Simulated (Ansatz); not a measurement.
A made-up structure of CH$_{4}$AlSi, doublet:

```xyz
7
angstrom
C -1.6536 -0.9013 -0.5844
Si -0.7004 0.4938 -0.4867
Al 1.4231 0.2672 0.6421
H -1.9951 -1.9164 -0.4783
H -1.2605 1.7258 -1.1059
H 1.7747 -1.1666 1.2131
H -1.1443 0.4743 0.8620
```

It is relaxed with PBE-D4/def2-SVP and then PBE0-D4/def2-TZVP (Ansatz 0.2.0). Atoms count as bonded within 1.22 times the sum of their covalent radii (H–H: 0.88 Å). The end point is not checked to be a true minimum.

(1) Does its bonding change? (A judgement: the text doesn't fix the answer.)

Results:

(1) The calculation gives: Yes. Formed: C1–Al3; broken: none.

Where it ends: The first stage lowers the energy by 2.72 eV in 23 steps. It ends as CH₄AlSi ([CH]1[AlH][SiH2]1):
```
7
angstrom
C -0.9440 -1.0053 -0.3364
Si -1.0945 0.7540 -0.0245
Al 0.8176 -0.7626 0.2041
H -1.6807 -1.7661 -0.0890
H -0.7482 1.7256 -1.1011
H 2.2430 -1.3311 0.5715
H -2.1493 1.3623 0.8372
```

Labels in which every atom is bracketed show which atoms are joined, not bond orders.

For scale, one of the runs: PBE0-D4/def2-TZVP relaxation, 129 basis functions, launched by `ansatz run in.yaml --threads 2 --pin off --events-out ev --progress --plain --max-ram 4352MiB`. The run took about 26 s on 2 CPU threads of an Arm Neoverse V1 (shared host).
